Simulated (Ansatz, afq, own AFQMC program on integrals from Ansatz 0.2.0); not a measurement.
AlSiH, singlet: energetics from AFQMC and coupled cluster

```xyz
3

Si    0.0000   -0.0660    1.2777
Al    0.0000    0.0144   -1.3676
H     0.0000    1.4550    1.0066
```

Geometry: a PBE0/def2-TZVP stationary point, not shown to be a minimum. Basis cc-pVDZ. Only valence electrons are correlated. AFQMC by an in-house program on the Cholesky factors that Ansatz 0.2.0 writes for its CCSD(T) run. ph-AFQMC/CISD is guided by a CISD state made of CCSD amplitudes; releasing the constraint for a short imaginary time cuts its bias at the price of noise, slowly where states lie close. ± is one standard error of the sampling.

Best estimates are CCSD(T) at the basis-set limit (def2-TZVPP/QZVPP) plus the step from CCSD(T) to the highest rung at hand in cc-pVDZ, named in the table (released AFQMC can keep some 10 meV of bias). No zero-point, core-correlation or spin–orbit terms. Other levels are in cc-pVDZ; a dash marks a level that is missing or breaks spin symmetry for a member.

Cautions: AlSiH (singlet): another spin lies lower, restricted determinant unstable towards unrestricted (UHF 691 meV lower, ⟨S²⟩ 1.13), the released energies are still falling, so no released level is given (meV from the phaseless value at times in 1/Eh: -7 ± 4 at 0.24, -14 ± 3 at 0.51, -17 ± 3 at 0.99, -21.3 ± 1.9 at 1.62, -29 ± 4 at 2.40), CCSDTQ on the UHF determinant differs (436 meV lower), perhaps since the unrestricted series falls towards higher spin, its ph-AFQMC/CISD value lies 49.0 ± 2.5 meV above CCSDTQ; AlSiH (triplet): unrestricted determinant slightly spin contaminated (⟨S²⟩ 2.06 against 2.00), the released energies are still falling, so no released level is given (meV from the phaseless value at times in 1/Eh: -3 ± 3 at 0.24, -8 ± 4 at 0.51, -10.9 ± 2.1 at 0.99, -12.8 ± 1.7 at 1.62, -15 ± 3 at 2.40), its ph-AFQMC/CISD value lies 26 ± 4 meV above CCSDTQ; AlSiH⁺ (doublet): the determinant is a saddle point among determinants of its kind, unrestricted determinant slightly spin contaminated (⟨S²⟩ 0.82 against 0.75); row 1: core correlation is missing, and it shifts such a gap most where an s electron is promoted.

| process | CCSD(T) (kcal/mol) |
| --- | --- |
| to charge +0, triplet (vertical) | -10.6 |
| to charge +1, doublet (vertical) | 151.6 |
| to free atoms | 99.8 |

Q: From these values, estimate the best estimates.

A: 
```json
{"process": "to charge +0, triplet (vertical)", "best estimate (kcal/mol)": "-8.0", "highest rung": "CCSDTQ"}
{"process": "to charge +1, doublet (vertical)", "best estimate (kcal/mol)": "159.3", "highest rung": "CCSDTQ"}
{"process": "to free atoms", "best estimate (kcal/mol)": "117.0", "highest rung": "CCSDTQ"}
```

Errors against the best estimates in kcal/mol, in the same order:

| level | error, 1 | error, 2 | error, 3 |
| --- | --- | --- | --- |
| MP2 | -4.5 | -10.7 | -22.2 |
| CCSD(T) | -2.6 | -7.8 | -17.2 |
| ph-AFQMC/CISD | -3.0 ± 0.1 | -7.9 ± 0.1 | -17.2 ± 0.06 |
| CCSD(T)/CBS | -0.1 | -0.7 | -1.0 |

Cost at the first geometry (cards were shared with other jobs): PBE0/cc-pVDZ, 7.5 s on 1 thread of AMD EPYC 7R13 Processor (Zen 3), with other jobs on the host; RCCSD(T)/cc-pVDZ, 3.9 s on 1 × NVIDIA H100 80GB HBM3 with 1 thread of AMD EPYC 7R13 Processor (Zen 3), with other jobs on the host; CCSD(T)/def2-QZVPP, 3.6 s on 1 × NVIDIA H100 80GB HBM3 with 1 thread of AMD EPYC 7R13 Processor (Zen 3), with other jobs on the host; CCSDT(Q), 5.5 s on 1 × NVIDIA H100 80GB HBM3 with 1 thread of AMD EPYC 7R13 Processor (Zen 3), with other jobs on the host; ph-AFQMC/CISD with release, 18 s on 1 × NVIDIA H100 80GB HBM3 with 2 threads of AMD EPYC 7R13 Processor (Zen 3), on a shared host.

Best estimates are given only where the step beyond CCSD(T) is under 0.3 eV and no member's determinant is very poor (T1 over 0.05, or 0.07 for open shells, ⟨S²⟩ too high by 0.3, two states mixed), so the hardest cases are missing from such tables.

The functionals ran in a triple-zeta set and keep a basis error of their own, a few kJ/mol for each bond in atomization energies and more for double hybrids, so close places among them and the extrapolated levels can swap.

CCSDT and higher add their correlation energy to the determinant of the CCSD(T) run, since their own runs factorise the integrals more tightly (a shift of under 2 meV). Where the cautions show a poor determinant, the low rows tell how each method copes with it, not its usual error. Each member of a difference takes its own highest rung, so a best estimate needn't equal the limit plus the step of one row. A walk keeps the symmetry of its determinant, which the program's search chose and which needn't be the lowest solution, so a lower state of the same spin and another symmetry isn't excluded.
